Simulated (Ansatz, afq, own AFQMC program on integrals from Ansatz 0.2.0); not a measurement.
**AlSiH, triplet in 6-31G along one coordinate**

```xyz
3

Si    0.0000    0.0000    2.0886
Al    0.0000    0.0000   -0.2449
H     0.0000    0.0000   -1.8437
```

The Si1–Al2 distance is changed with both sides rigid. Energies in mEh count from this geometry (2.333 Å) at the same level; the start stands on UHF, each point on the determinant named.

Basis 6-31G. Only valence electrons are correlated. Ansatz 0.2.0 and our own AFQMC program on the same integrals; the CISD trial comes from CCSD amplitudes, and released means the phaseless constraint is let go. Uncertainties: one standard error, sampling alone.

Cautions, each for one point or more: lower spins were not checked; raised T1 diagnostic; strong correlation; the determinant is a saddle point among determinants of its kind; the search met a lower determinant of the same kind, perhaps of another symmetry; unrestricted determinant spin contaminated.

| r(Si1–Al2) / Å | det. | T1 | weight | ⟨S²⟩ | CCSD(T) | ph-AFQMC/CISD | FCI | CCSDT(Q) | PBE | r2SCAN |
| --- | --- | --- | --- | --- | --- | --- | --- | --- | --- | --- |
| 1.836 | UHF† | 0.043 | 0.88 | 2.15 | 125.7 | 125.8 ± 0.1 | 126.0 | 126.1 | – | – |
| 2.809 | UHF | 0.062 | 0.84 | 2.02 | 7.4 | 7.4 ± 0.2 | 7.1 | 7.0 | 13.0 | 15.2 |
| 3.786 | UHF | 0.018 | 0.91 | 2.00 | 38.9 | 39.5 ± 0.1 | 39.6 | 39.6 | 61.8 | 63.8 |
| 5.253 | UHF | 0.011 | 0.91 | 2.00 | 47.4 | 48.1 ± 0.09 | 48.5 | 48.5 | 79.9 | 80.5 |
| 7.945 | UHF | 0.011 | 0.91 | 2.00 | 48.9 | 49.7 ± 0.09 | 50.0 | 50.0 | 82.5 | 82.7 |

Weight is that of the determinant in the CISD state; at the start T1 is 0.033 and the weight 0.90, and ⟨S²⟩ is 2.01. A dagger marks points whose determinant fills other symmetries than the start's, so the wave-function levels may follow another state there, or a degenerate partner. A dash marks a missing value, a released energy that hasn't settled or a functional that sits on another state. Largest departures from full CI: CCSD(T) -1.1 mEh at 7.945 (on UHF), ph-AFQMC/CISD -0.3 mEh at 7.945 (on UHF), CCSDT(Q) -0.1 mEh at 2.809 (on UHF), PBE 32.5 mEh at 7.945, r2SCAN 32.7 mEh at 7.945. Functionals count only at points shown to share the start's state and spin. In this small basis the wave-function levels are far from their limit, so their gap to the functionals isn't the functionals' error.

Some points may be missing: those where a free walk finds a much lower state, and past Zn most of those on another determinant than at the start.

CCSDT and higher add their correlation energy to the determinant of the CCSD(T) run, since their own runs factorise the integrals more tightly (a shift of under 2 meV). A walk keeps the symmetry of its determinant, which the program's search chose and which needn't be the lowest solution, so a lower state of the same spin and another symmetry isn't excluded.
